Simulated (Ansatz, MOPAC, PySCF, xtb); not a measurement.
Pair of molecules: CH5N (SMILES CN) (first 7 atoms) with CH5N (SMILES CN); geometry from S66by8 set.
(charge 0, multiplicity 1):
```xyz
14

N     -2.08433     0.31715    -0.69122
H     -1.25573    -0.26770    -0.74156
H     -2.74615    -0.07251    -1.34945
C     -2.64434     0.23764     0.65616
H     -3.53842     0.85548     0.71738
H     -2.90843    -0.76961     0.99367
H     -1.92596     0.64491     1.36530
N      2.25536    -0.81064    -0.41918
H      2.55163    -0.53611    -1.34717
H      2.87891    -1.55833    -0.14399
C      2.41559     0.32457     0.49449
H      2.14540     0.00987     1.50015
H      3.42300     0.74634     0.53147
H      1.72305     1.11034     0.20184
```

Monomers are frozen at their geometry in the pair; levels with a basis set take the counterpoise correction. Rows marked so take none.

Rows in 6-311+G**, 6-31G* carry no dispersion term and start afresh at each structure (6-31G* with six Cartesian d functions). The state that AM1, PM7 reach isn't checked; PM7 holds dispersion and hydrogen-bond terms.

Programs: Ansatz (a first-principles code) with Gaussian orbitals; MOPAC for AM1, PM7 (differences of heats of formation); PySCF for 6-311+G** rows, 6-31G* rows, the dispersion terms; xtb for the GFN methods. 

```tsv
level	interaction energy (kcal/mol)
AM1	-0.42
PM7	-2.54
GFN2-xTB	-1.03
HF/6-31G*	-0.97
BP86/6-31G* (no counterpoise)	?
r2SCAN-D3(BJ)/def2-TZVPPD	-1.28
r2SCAN-D4/def2-TZVPPD	-1.27
B3LYP/6-311+G** (no counterpoise)	-0.95
wB97M-V/def2-TZVPPD	-1.29
```

Question: Complete the blanks.

Answer: 
- BP86/6-31G* (no counterpoise), interaction energy (kcal/mol): -1.08
